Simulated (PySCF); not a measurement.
**PH⁺, r²SCAN: how much the basis matters**

PySCF, UKS reference; doublet, unpaired electrons π ↑; De to P⁺ + H without counterpoise correction.

| basis | relativity | functions | Re (Å) | ωe (cm⁻¹) | De (eV) | μ (D) |
| --- | --- | --- | --- | --- | --- | --- |
| 6-31G(d,p) | no relativity | 23 | 1.434 | 2403 | 3.42 | 1.04 |
| cc-pV(D+d)Z/cc-pVDZ | no relativity | 28 | 1.441 | 2373 | 3.43 | 0.99 |
| def2-TZVPPD | no relativity | 65 | 1.433 | 2359 | 3.48 | 0.89 |

(1) How does each smaller set differ from the one with most functions, def2-TZVPPD?

A positive dipole points towards H; it is taken about the centre of mass and depends on that origin. For an ion De counts to the pair picked by the measured ionisation energies or electron affinities, which need not be the lowest pair at this level. The state is the lowest determinant that a PBE0 search found; another state may lie lower at other levels.

Results:

(1) 6-31G(d,p): +0.1 pm, +1.9 % in ωe, -0.06 eV in De; cc-pV(D+d)Z/cc-pVDZ: +0.8 pm, +0.6 % in ωe, -0.05 eV in De. All at r²SCAN; the set with most functions is neither the basis-set limit nor always the best.
